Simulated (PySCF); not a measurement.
H2S. Atoms are numbered in the order given.

```xyz
3

S      0.0000     0.0000    -0.1047
H      0.0000    -0.9705     0.8376
H      0.0000     0.9705     0.8376
```

The structure is a stationary point at PBE-D3(BJ)/def2-TZVPD.

The numbers are results of CAM-B3LYP/def2-TZVPD (PySCF), not measurements.

| Item | Result |
|---|---|
| total energy | -399.41431 hartree |
| point group | C2v |
| highest occupied level | -8.93 eV |
| lowest empty level | 0.62 eV |
| orbital gap | 9.55 eV |
| dipole moment | 1.02 D |
| quadrupole, principal values (traceless, Buckingham form, about the centre of nuclear charge) | -3.85, 1.01, 2.84 D·Å |
| mean static polarisability | 25.0 bohr³ (3.71 Å³) |
| polarisability, principal values | 24.8, 24.9, 25.4 bohr³ |
